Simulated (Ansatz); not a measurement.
# BSiNH (quartet): the correlation ladder, def2-QZVPP

An exercise on one series of results from a longer session: the logs are not shown, and one member is left open.

Method: def2-QZVPP, core rule «outside noble gas», up to 7 orbitals frozen; program: Ansatz 0.2.0, Gaussian basis.

To be run: UHF; ROHF; CCSD(T) on UHF.

2 further runs of the same task are left out: 2 set aside as unsound or not needed.

## What is computed

The geometry is a PBE0/def2-TZVP stationary point (not a proven minimum) of the parent state, kept for this charge and spin.

4 atoms, charge 0, spin multiplicity 4.

Atoms are counted from 1 here; the program's logs count them from 0.

Bond lengths: B1–N2 1.375 Å, B1–Si3 1.996 Å, N2–Si3 1.766 Å, N2–H4 1.011 Å. Angles: N2–B1–Si3 59.8°, B1–N2–Si3 77.8°, B1–N2–H4 141.7°, Si3–N2–H4 140.4°, B1–Si3–N2 42.3°.

Geometry (Å):

```
B     0.0000   -0.8977    0.9101
N     0.0000    0.4764    0.8759
Si    0.0000    0.0618   -0.8404
H     0.0000    1.2858    1.4821
```

Set-up of the first run:

The input, in.yaml:

```yaml
crystal:
  periodic: [false, false, false]
  atoms:
    - {symbol: B, position_ang: [0.000000, -0.897712, 0.910090]}
    - {symbol: N, position_ang: [0.000000, 0.476424, 0.875935]}
    - {symbol: Si, position_ang: [0.000000, 0.061811, -0.840355]}
    - {symbol: H, position_ang: [0.000000, 1.285841, 1.482090]}
basis:
  gaussian: {orbitals: "def2-QZVPP.json"}
magnetization: {spin_polarized: true, initial_magnetization: 3}
hamiltonian: {xc: hf}
output: {orbitals: {seedname: orbitals}}
```

Launch:

```sh
> ansatz run in.yaml --threads 1 --pin off --events-out ev --progress --plain --max-ram 2393MiB
```

Among the steps run: UHF; ROHF; CCSD(T) on UHF.

One table of the session follows, with a row left open; its other results are not shown here.

```
  method  from UCCSD(T) (meV)
    ROHF             +11496.2
     UHF             +11263.0
    UMP2              +1156.7
   UCCSD                    ?
UCCSD(T)                    0
```

Estimate the missing values for UCCSD.

As computed: from UCCSD(T) (meV): +623.7. In the column «from UCCSD(T) (meV)» it lies between UCCSD(T) (0) and UMP2 (+1156.7).
